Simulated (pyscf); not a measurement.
**Substitution at Ge: germane (GeH₄) + GeH₃• → digermane (H₃Ge–GeH₃) + H atom (H•)**

Gas phase, doublet surface, charge 0. Bonds broken: Ge1–H2. Bonds formed: Ge1–Ge6. Single points on ωB97X-D3(BJ)/def2-SVP structures (PySCF, gas phase).

Transition state (Å):

```xyz
9

Ge     0.1980     0.2761    -0.2821
H      1.2165     0.4632    -1.8132
H      1.2091     1.3173     0.2328
H     -0.9046     0.7624    -1.2408
H      0.6795    -1.1796    -0.4245
Ge    -1.1690     0.0250     1.7735
H     -2.2947    -0.9964     1.5336
H     -0.2860    -0.4661     2.9341
H     -1.7936     1.3780     2.1570
```

One imaginary mode, 696i cm⁻¹; descent along it reached the two sides named.

```
bond     change  reactant side (Å)  saddle  product side
-------  ------  -----------------  ------  ------------
Ge1–H2   breaks              1.538   1.848           3.7
Ge1–Ge6   forms                3.7   2.481         2.404
```

Electronic energies relative to the separated reactants (eV):

| level | barrier | reaction energy | reverse barrier |
|---|---|---|---|
| ωB97X-D3(BJ)/def2-TZVP | 0.79 | +0.48 | 0.32 |
| PBE/def2-TZVP | 0.68 | +0.67 | 0.02 |
| r²SCAN/def2-TZVP | 0.72 | +0.75 | -0.03 |
| B3LYP-D3(BJ)/def2-TZVP | 0.86 | +0.79 | 0.06 |
| PBE0-D3(BJ)/def2-TZVP | 0.76 | +0.62 | 0.14 |
| M06-2X/def2-TZVP | 1.08 | +0.86 | 0.22 |
| ωB97M-D3(BJ)/def2-TZVP | 1.07 | +0.79 | 0.28 |
| HF/def2-TZVP | 1.65 | +0.78 | 0.87 |

With ωB97M-D3(BJ)/def2-TZVP energies and thermal terms (ideal gas, 1 atm, RRHO with modes under 100 cm⁻¹ raised to 100, one conformer, R ln 2 for chiral ones without a mode under 150 cm⁻¹), in eV:

| T (K) | ΔH‡ | ΔG‡ | ΔH | ΔG |
|---|---|---|---|---|
| 298 | 0.99 | 1.37 | +0.71 | +0.82 |
| 600 | 1.03 | 1.74 | +0.78 | +0.90 |
| 900 | 1.08 | 2.08 | +0.83 | +0.94 |
| 1200 | 1.11 | 2.41 | +0.89 | +0.97 |

At r²SCAN this geometry lies under the product side: in single points on another level's saddle the reverse barrier vanishes, and the forward threshold there is about the reaction energy. The same reactants have a lower exit, to GeH₃• + GeH₄ (barrier +0.32 eV at ωB97M-D3(BJ)/def2-TZVP, against +1.07 eV here). One saddle was located; it need not be the lowest between these sides. The angle at the attacked Ge is 180°. Elements up to Kr have no core potential and no relativistic terms here.
